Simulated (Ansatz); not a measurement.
# CH5AlO: comparison of dispersion corrections from a Python script

Wanted for CH5AlO: a comparison of dispersion corrections. SMILES: [CH3][AlH][OH].

All numbers are computed with Ansatz 0.2.0 through its Python package. The levels of theory stand in the script.

**1. The structure**

Bond lengths: C1–Al2 1.928 Å, Al2–O3 1.825 Å, C1–H4 1.164 Å, C1–H5 1.108 Å, C1–H6 1.159 Å, Al2–H7 1.616 Å, O3–H8 1.042 Å. Angles: C1–Al2–O3 119.1°, C1–Al2–H7 120.6°, O3–Al2–H7 120.4°, Al2–C1–H4 110.0°, Al2–C1–H5 112.7°, Al2–C1–H6 111.7°, H4–C1–H5 110.8°, H4–C1–H6 106.0°, H5–C1–H6 105.4°, Al2–O3–H8 102.2°.

The script holds or builds the structure itself.

**2. The script**

Input file disp_ch5alo.py:

```python
'''Size of D3 and D4 in CH5AlO.'''

from dataclasses import dataclass

import ansatz as az


@dataclass
class RunConfig:
    basis: str = 'def2-SVP'


settings = RunConfig()

GEOMETRY = '''
C    -0.72130    0.91680   -0.03510
Al    0.54500   -0.48910   -0.40730
O     0.44440   -2.04700    0.53830
H    -0.15900    1.88980    0.26740
H    -1.45940    0.63240    0.74070
H    -1.34840    1.18800   -0.97110
H     1.69720   -0.28290   -1.52090
H     1.09370   -1.86520    1.33220
'''

molecule = az.Crystal.molecule()
for line in GEOMETRY.strip().splitlines():
    symbol, *xyz = line.split()
    molecule = molecule.atom(symbol, [float(v) for v in xyz])

model = molecule.calculation().basis(gaussian=settings.basis)
for name in ['pbe', 'revpbe']:
    for correction in ('d3bj', 'd4'):
        rep = model.functional(name, dispersion=correction).run(threads=1).report
        print(f'{name:8s} {correction:5s} total {rep["free_energy_ev"]:.5f} eV, of which dispersion {1000 * rep["dispersion"]["energy"]["ev"]:.2f} meV')
```

**3. Running it**

The run is started by

```sh
python disp_ch5alo.py
```

The program printed:

```text
pbe      d3bj  total -9751.25115 eV, of which dispersion -104.20 meV
pbe      d4    total -9751.24732 eV, of which dispersion -100.37 meV
revpbe   d3bj  total -9756.62524 eV, of which dispersion -260.16 meV
revpbe   d4    total -9756.67346 eV, of which dispersion -308.39 meV
```

It took 4.3 s on 1 thread of Arm Neoverse V2, shared host; peak memory 0.16 GiB.

**4. The runs side by side**

The 4 runs, in the order started:

```tsv
run	functional	dispersion	energy (eV)	SCF cycles	CPU time (s)
1	pbe	d3bj	-9751.2512	16	0.97
2	pbe	d4	-9751.2473	16	0.97
3	revpbe	d3bj	-9756.6252	16	0.97
4	revpbe	d4	-9756.6735	16	0.97
```

Totals hang on method, basis and potentials, so only like runs compare.

**5. Outcome**

| quantity | value |
| --- | --- |
| dispersion energy | -308.39 to -100.37 meV |
| runs compared | 4 |

In words: The dispersion term depends on the functional it is damped for, so it isn't a property of the molecule alone. All 4 runs converged. The geometry is a force-field or estimated start, not a minimum of this method, and the basis set is short of its limit. D4 holds the three-body term, and d3bj doesn't.
